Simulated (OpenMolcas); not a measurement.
# SiH3Cl (chlorosilane): levels of theory compared

We compute a comparison of 6 runs (HF/STO-3G, HF/aug-cc-pVDZ, M06-L/aug-cc-pVDZ, PBE0/aug-cc-pVDZ, r2SCAN/aug-cc-pVDZ, CCSD(T)/aug-cc-pVDZ) of SiH3Cl (chlorosilane). 

The results are computed with OpenMolcas 26.06.

## 1. The system as given

The species is SiH3Cl (5 atoms), meant as a singlet with charge 0. SMILES: `[SiH3]Cl`. The coordinates come from a PBE0-D4/def2-TZVP relaxation.

Bond lengths: Si1–Cl2 2.054 Å, Si1–H3 1.481 Å, Si1–H4 1.481 Å, Si1–H5 1.481 Å. Angles: Cl2–Si1–H3 108.5°, Cl2–Si1–H4 108.5°, Cl2–Si1–H5 108.5°, H3–Si1–H4 110.4°, H3–Si1–H5 110.4°, H4–Si1–H5 110.4°.

## 2. Energy and forces at HF/STO-3G (run 1)

mol.input

```
* ClH3Si Hartree-Fock

&GATEWAY
 BasLib=$CurrDir
 Coord
 5
 bohr
 Si    -0.21164933     0.03514891    -0.05839254
 Cl     3.47388353    -0.97037436     0.62342065
 H     -1.79694057    -0.92275327     2.03920346
 H     -1.01043656    -1.10681259    -2.48480088
 H     -0.36055974     2.82589645    -0.19785433
 Basis=STO-3G
 Group=NoSym

&SEWARD

&SCF
 Thresholds=1e-10 1e-07 1e-07 1e-05
 PrOrbitals=1 2

&ALASKA
```

The basis set STO-3G is read from a file made from the Basis Set Exchange's data (not shown).

The run is started by

```
$ export MOLCAS_MEM=1860
$ pymolcas mol.input > mol.log
```

The program printed:

```text
--- Start Module: gateway ---
[...]
--- Stop Module: gateway /rc=_RC_ALL_IS_WELL_ ---
[...]
      Basis functions           21
[...]
--- Start Module: scf ---
[...]
       Convergence after   8 Iterations
[...]
::    Total SCF energy                               -741.9721812871
[...]
      Total spin, S                                     0.0000000000
[...]
      Total electronic charge=   34.000000
      Total            charge=   -0.000000
[...]
      Dipole Moment (debye):
      Origin of the operator (angstrom)=    0.9013   -0.2579    0.1566
                   X= -2.6985E+00               Y=  7.3633E-01               Z= -4.9936E-01           Total=  2.8413E+00
      Quadrupole Moment (debye*angstrom):
[...]
--- Stop Module: scf /rc=_RC_ALL_IS_WELL_ ---
--- Start Module: alaska ---
[...]
 *              Molecular gradients               *
 **************************************************
  Irreducible representation: a
 ------------------------------------------------------------------------------------------
                              X                       Y                       Z
 ------------------------------------------------------------------------------------------
  SI1               4.66534044207059E-02   -1.27106292371213E-02    8.58309084162467E-03
  CL2              -1.59914678949171E-02    4.36071421561746E-03   -2.95451376691513E-03
  H3               -1.82391232509680E-02   -1.00694305596378E-02    2.24939512651754E-02
  H4               -9.72221737230194E-03   -1.20409098706071E-02   -2.64140481467088E-02
  H5               -2.70059590250671E-03    3.04602554517492E-02   -1.70848019316927E-03
 ------------------------------------------------------------------------------------------
--- Stop Module: alaska /rc=_RC_ALL_IS_WELL_ ---
[...]
```

Wall time 1.8 s (1 thread of Intel Xeon Platinum 8488C (Sapphire Rapids), shared host); peak memory 0.37 GiB.

## 3. Energy and gradient at HF/aug-cc-pVDZ (run 2)

job.inp

```
&GATEWAY
BasLib=$CurrDir
Coord
5
bohr
Si    -0.21164933     0.03514891    -0.05839254
Cl     3.47388353    -0.97037436     0.62342065
H     -1.79694057    -0.92275327     2.03920346
H     -1.01043656    -1.10681259    -2.48480088
H     -0.36055974     2.82589645    -0.19785433
Basis=aug-cc-pVDZ
Group=NoSym
&SEWARD
&SCF
Thresholds=1e-10 1e-07 1e-07 1e-05
PrOrbitals=0
&ALASKA
```

The basis set aug-cc-pVDZ is read from a file made from the Basis Set Exchange's data (not shown).

The run is started by

```
$ export MOLCAS_MEM=1860
$ pymolcas job.inp > job.log
```

The program printed:

```text
--- Start Module: gateway ---
[...]
--- Stop Module: gateway /rc=_RC_ALL_IS_WELL_ ---
[...]
      Basis functions           81
[...]
--- Start Module: scf ---
[...]
       Convergence after  11 Iterations
[...]
::    Total SCF energy                               -750.2255407571
[...]
      Total spin, S                                     0.0000000000
[...]
      Total electronic charge=   34.000000
      Total            charge=   -0.000000
[...]
      Dipole Moment (debye):
      Origin of the operator (angstrom)=    0.9013   -0.2579    0.1566
                   X= -1.4703E+00               Y=  4.0125E-01               Z= -2.7220E-01           Total=  1.5481E+00
      Quadrupole Moment (debye*angstrom):
[...]
--- Stop Module: scf /rc=_RC_ALL_IS_WELL_ ---
[...]
--- Start Module: alaska ---
[...]
 *              Molecular gradients               *
 **************************************************
  Irreducible representation: a
 ------------------------------------------------------------------------------------------
                              X                       Y                       Z
 ------------------------------------------------------------------------------------------
  SI1               1.64832926087701E-02   -4.48446653355328E-03    3.01363131758103E-03
  CL2              -1.44769145014116E-02    3.94780835646724E-03   -2.67503242278755E-03
  H3               -7.75597184427657E-04    1.18717829615811E-05    1.97022540540992E-04
  H4               -6.57649557785245E-04    2.19859059780170E-06   -4.14996399157097E-04
  H5               -5.73131365051216E-04    5.22587803523322E-04   -1.20625036195143E-04
 ------------------------------------------------------------------------------------------
--- Stop Module: alaska /rc=_RC_ALL_IS_WELL_ ---
[...]
```

It took 6.3 s on 1 thread of Intel Xeon Platinum 8488C (Sapphire Rapids), shared host; peak memory 0.45 GiB.

Run 3 isn't shown in full; the table further down has it.

## 4. Energy and gradient at PBE0/aug-cc-pVDZ (run 4)

mol.inp

```
&GATEWAY
 BASLIB=$CurrDir
 COORD
 5
 angstrom
 Si      -0.112000       0.018600      -0.030900
 Cl       1.838300      -0.513500       0.329900
 H       -0.950900      -0.488300       1.079100
 H       -0.534700      -0.585700      -1.314900
 H       -0.190800       1.495400      -0.104700
 BASIS=aug-cc-pVDZ
 GROUP=NoSym

&SEWARD
 GRIDINPUT
 Grid=UltraFine
 End of Grid

&SCF
 KSDFT=PBE0
 THRESHOLDS=1e-10 1e-07 1e-07 1e-05
 PRORBITALS=0

&ALASKA
```

The basis set aug-cc-pVDZ is read from a file made from the Basis Set Exchange's data (not shown).

The run is started by

```
$ export MOLCAS_MEM=1860
$ pymolcas mol.inp > mol.log
```

The program printed:

```text
--- Start Module: gateway ---
[...]
--- Stop Module: gateway /rc=_RC_ALL_IS_WELL_ ---
[...]
      Basis functions           81
[...]
--- Start Module: scf ---
[...]
       Convergence after  10 Iterations
[...]
::    Total KS-DFT energy                            -751.2562219100
[...]
      Total spin, S                                     0.0000000000
[...]
      Total electronic charge=   34.000000
      Total            charge=   -0.000000
[...]
      Dipole Moment (debye):
      Origin of the operator (angstrom)=    0.9013   -0.2579    0.1566
                   X= -1.3246E+00               Y=  3.6148E-01               Z= -2.4521E-01           Total=  1.3947E+00
      Quadrupole Moment (debye*angstrom):
[...]
--- Stop Module: scf /rc=_RC_ALL_IS_WELL_ ---
[...]
--- Start Module: alaska ---
[...]
 *              Molecular gradients               *
 **************************************************
  Irreducible representation: a
 ------------------------------------------------------------------------------------------
                              X                       Y                       Z
 ------------------------------------------------------------------------------------------
  SI1               9.48926197617084E-03   -2.57600701271299E-03    1.71809844564663E-03
  CL2              -1.21246502439476E-02    3.30622661208047E-03   -2.24031438734151E-03
  H3                2.01054632939446E-03    1.57448560746820E-03   -3.28208758571158E-03
  H4                8.13605561510222E-04    1.87383454136181E-03    3.66581917605746E-03
  H5               -1.88763623059529E-04   -4.17853974819593E-03    1.38484351358936E-04
 ------------------------------------------------------------------------------------------
--- Stop Module: alaska /rc=_RC_ALL_IS_WELL_ ---
[...]
```

Run time: 17 s. Hardware: 1 thread of Intel Xeon Platinum 8488C (Sapphire Rapids), shared host; peak memory 0.45 GiB.

Run 5 isn't shown in full; the table further down has it.

## 5. The energy at CCSD(T)/aug-cc-pVDZ (run 6)

calc.input

```
&gateway
  baslib
  $CurrDir
  coord
  5
  angstrom
  Si      -0.112000       0.018600      -0.030900
  Cl       1.838300      -0.513500       0.329900
  H       -0.950900      -0.488300       1.079100
  H       -0.534700      -0.585700      -1.314900
  H       -0.190800       1.495400      -0.104700
  basis
  aug-cc-pVDZ
  group
  NoSym

&seward

&scf
  thresholds
  1e-10 1e-07 1e-07 1e-05
  prorbitals
  0

&rasscf
  fileorb
  $Project.ScfOrb
  spin
  1
  nactel
  0 0 0
  inactive
  17
  ras2
  0
  outorbitals
  Canonical
  orblisting
  NoCore

&motra
  jobiph
  frozen
  10

&ccsdt
  cct
  triples
  2
  iterations
  80
  accuracy
  1e-08
  extrapolation
  5 4
```

The basis set aug-cc-pVDZ is read from a file made from the Basis Set Exchange's data (not shown).

The run is started by

```
$ export MOLCAS_MEM=1860
$ pymolcas calc.input > calc.log
```

The program printed:

```text
--- Start Module: gateway ---
[...]
--- Stop Module: gateway /rc=_RC_ALL_IS_WELL_ ---
[...]
      Basis functions           81
[...]
       Convergence after  12 Iterations
[...]
::    Total SCF energy                               -750.2255407571
[...]
      Total spin, S                                     0.0000000000
[...]
      Number of active orbitals                  0
[...]
      Spin quantum number                      0.0
[...]
      Active orbitals                            0
[...]
      Number of CSFs                             1
[...]
      Number of root(s) required                 1
[...]
      Convergence after  4 iterations
[...]
      Natural orbitals and occupation numbers for root  1
      ************************************************************************************************************************
      *                                                    Final results                                                     *
      ************************************************************************************************************************
[...]
::    RASSCF root number  1 Total energy:   -750.22554076
[...]
      Total electronic charge=   34.000000
      Total            charge=   -0.000000
[...]
      Dipole Moment (debye):
      Origin of the operator (angstrom)=    0.9013   -0.2579    0.1566
                   X= -1.4703E+00               Y=  4.0125E-01               Z= -2.7220E-01           Total=  1.5481E+00
      Quadrupole Moment (debye*angstrom):
[...]
--- Start Module: motra ---
[...]
--- Stop Module: motra /rc=_RC_ALL_IS_WELL_ ---
--- Start Module: ccsdt ---
[...]
      Convergence after                    14  Iterations
      Total energy (diff) :    -750.51745752      -0.00000000
[...]
 METHOD                       : CCSD+T(CCSD)+<T3(1)WT1> = CCSD(T)
[...]
       CCSD     =      -750.5174575170810
[...]
```

It took 17 s on 1 thread of Intel Xeon Platinum 8488C (Sapphire Rapids), shared host; peak memory 0.45 GiB.

## 6. The series

```
run                level  integration grid      task  energy (Eh)  dipole moment (D) of the reference  HOMO energy (eV)  LUMO energy (eV)  wall time
  1            HF/STO-3G                 –  gradient  -741.972181                                2.84            -10.15              9.58      1.8 s
  2       HF/aug-cc-pVDZ                 –  gradient  -750.225541                                1.55            -12.28              1.04      6.3 s
  3    M06-L/aug-cc-pVDZ         UltraFine  gradient  -751.534593                                1.46             -7.96             -0.53       25 s
  4     PBE0/aug-cc-pVDZ         UltraFine  gradient  -751.256222                                1.39             -9.02             -0.43       17 s
  5   r2SCAN/aug-cc-pVDZ         UltraFine  gradient  -751.472121                                1.35             -8.01             -0.70       25 s
  6  CCSD(T)/aug-cc-pVDZ                 –    energy  -750.524669                                1.55            -12.28              1.04       17 s
```

## 7. Results

| quantity | value |
| --- | --- |
| run 6: total energy | -750.52467 Eh |
| run 6: dipole moment (mean-field density) | 1.55 D |
| run 6: HOMO energy (Hartree–Fock orbitals) | -12.28 eV |
| run 6: LUMO energy (Hartree–Fock orbitals) | 1.04 eV |
| run 6: HOMO–LUMO gap (Hartree–Fock orbitals) | 13.33 eV |
| run 6: correlation energy (10 core orbitals frozen) | -299.1 mEh |
| run 6: (T) correction | -7.21 mEh |

In words: Over runs 1, 2, 3, 4, 5 the dipole moment (its size) runs from 1.35 D (r2SCAN/aug-cc-pVDZ) to 2.84 D (HF/STO-3G). The two ends differ in method and basis. Over runs 1, 2, 3, 4, 5 the HOMO–LUMO gap runs from 7.31 eV (r2SCAN/aug-cc-pVDZ) to 19.73 eV (HF/STO-3G). Totals of different functionals can't be ranked against each other. In run 1 the basis is minimal, so the values are rough. All runs together took 92 s, the longest 25 s.
